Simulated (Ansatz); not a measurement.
Compounds of Si with 4 ligands, in which CH3 is traded for H. Quantity: electronic atomisation energy to ground-state atoms, in kcal/mol. Geometries: B3LYP-D3(BJ)/def2-TZVP minima from Ansatz (an electronic-structure program). Cores are frozen in the correlated levels unless marked. Open shells are spin-unrestricted. Spin-orbit coupling is left out. Non-relativistic. Basis-set limits of correlation are two-point, X^-3; Hartree-Fock from the larger set. The bracket is a focal-point correction in the basis named. The first level has limits of its own: it lacks core correlation, which all-electron functionals hold.

| n(H) | species (SMILES) | RI-MP2/CBS(cc-pV(T+d)Z,cc-pV(Q+d)Z)+[CCSD(T)-MP2]/cc-pV(T+d)Z (Ansatz) | PBE/def2-TZVPD (Ansatz) | r2SCAN-D4/def2-TZVPD (Ansatz + dftd4) |
|---|---|---|---|---|
| 0 | C[Si](C)(C)C | 1543.4 | 1545.7 | 1543.3 |
| 1 | C[SiH](C)C | ? | ? | ? |
| 3 | C[SiH3] | 629.7 | 621.5 | 626.6 |
| 4 | [SiH4] (SiH4) | 325.9 | 313.5 | 321.7 |

Q: Fit a straight line through the known rows at each level by least squares, predict the withheld row (n(H) = 1), and compare with the run.

A: 
- The known rows have mean n(H) = 2.333 and Σ(n(H) - mean)² = 8.667.
- RI-MP2/CBS(cc-pV(T+d)Z,cc-pV(Q+d)Z)+[CCSD(T)-MP2]/cc-pV(T+d)Z: mean 833.00, Σ(n(H) - mean)(y - mean) = -2638.30, slope -304.41 kcal/mol a step; the line gives 833.00 + (-304.41)×(1 - 2.333) = 1238.8; the run gives 1238.6, -0.2 from the line, whose largest residual on the known rows is 0.4.
- PBE/def2-TZVPD: mean 826.90, Σ(n(H) - mean)(y - mean) = -2669.80, slope -308.04 kcal/mol a step; the line gives 826.90 + (-308.04)×(1 - 2.333) = 1237.5; the run gives 1237.7, +0.2 from the line, whose largest residual on the known rows is 0.1.
- r2SCAN-D4/def2-TZVPD: mean 830.53, Σ(n(H) - mean)(y - mean) = -2647.13, slope -305.43 kcal/mol a step; the line gives 830.53 + (-305.43)×(1 - 2.333) = 1237.7; the run gives 1237.6, -0.1 from the line, whose largest residual on the known rows is 0.3.
- PBE minus the first level along the series: +2.3, -0.9, -8.2, -12.4 kcal/mol.
